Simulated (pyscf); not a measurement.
# Four-centre exchange: H₂P–GaH–PH₂ (SMILES [PH2][GaH][PH2]) + SiH₄ (SMILES [SiH4]) -> H₃Si–PH–GaH–PH₂ (SMILES [SiH3][PH][GaH][PH2]) + H₂ (SMILES [H][H])

Gas phase, singlet surface, charge 0. Bonds broken: P1–H4, Si9–H10. Bonds formed: P1–Si9, H4–H10. Optimised with ωB97X-D3(BJ)/def2-SVP in PySCF.

Transition state (Å):

```xyz
13

P     -0.3580    -0.3620     0.7739
Ga    -1.5072    -0.1058    -1.1528
P     -0.3846    -0.1642    -3.1592
H     -0.7267     1.4686     1.0541
H      0.9725    -0.1109     0.3372
H     -3.0524     0.1521    -1.0986
H      0.5177    -1.1962    -2.7787
H     -1.3090    -1.0251    -3.8158
Si    -0.6960     1.1924     2.8016
H     -0.9420     2.3036     1.4972
H      0.4665     0.4301     3.3470
H     -2.0606     0.6483     2.9881
H     -0.6059     2.4812     3.5813
```

One imaginary mode, 1489i cm⁻¹; descent along it reached the two sides named.

| bond | change | reactant side (Å) | saddle | product side |
|---|---|---|---|---|
| P1–H4 | breaks | 1.423 | 1.888 | 3.9 |
| Si9–H10 | breaks | 1.489 | 1.731 | 3.3 |
| P1–Si9 | forms | 3.6 | 2.577 | 2.241 |
| H4–H10 | forms | 3.7 | 0.969 | 0.762 |

Electronic energies relative to the separated reactants (kJ/mol):

```json
[
 {"level": "ωB97X-D3(BJ)/def2-TZVP", "barrier": "258.0", "reaction energy": "-26.9", "reverse barrier": "284.9"},
 {"level": "PBE/def2-TZVP", "barrier": "224.8", "reaction energy": "-12.3", "reverse barrier": "237.1"},
 {"level": "r²SCAN/def2-TZVP", "barrier": "236.2", "reaction energy": "-15.4", "reverse barrier": "251.5"},
 {"level": "B3LYP-D3(BJ)/def2-TZVP", "barrier": "254.7", "reaction energy": "-9.1", "reverse barrier": "263.8"},
 {"level": "PBE0-D3(BJ)/def2-TZVP", "barrier": "234.1", "reaction energy": "-17.1", "reverse barrier": "251.2"},
 {"level": "M06-2X/def2-TZVP", "barrier": "261.0", "reaction energy": "-13.1", "reverse barrier": "274.2"},
 {"level": "ωB97M-D3(BJ)/def2-TZVP", "barrier": "267.0", "reaction energy": "-5.5", "reverse barrier": "272.5"},
 {"level": "HF/def2-TZVP", "barrier": "358.0", "reaction energy": "+24.1", "reverse barrier": "333.9"}
]
```

With ωB97M-D3(BJ)/def2-TZVP energies and thermal terms (ideal gas, 1 atm, RRHO with modes under 100 cm⁻¹ raised to 100, one conformer, R ln 2 for chiral ones without a mode under 150 cm⁻¹), in kJ/mol:

```json
[
 {"T (K)": "298", "ΔH‡": "263.4", "ΔG‡": "302.9", "ΔH": "-10.0", "ΔG": "-3.8"},
 {"T (K)": "600", "ΔH‡": "265.5", "ΔG‡": "342.3", "ΔH": "-4.4", "ΔG": "+0.1"},
 {"T (K)": "900", "ΔH‡": "268.7", "ΔG‡": "380.0", "ΔH": "-0.6", "ΔG": "+1.5"},
 {"T (K)": "1200", "ΔH‡": "272.0", "ΔG‡": "416.6", "ΔH": "+1.9", "ΔG": "+1.8"}
]
```

At the saddle there is also a short H–Si contact that neither side keeps. One saddle was located; it need not be the lowest between these sides. Elements up to Kr have no core potential and no relativistic terms here.
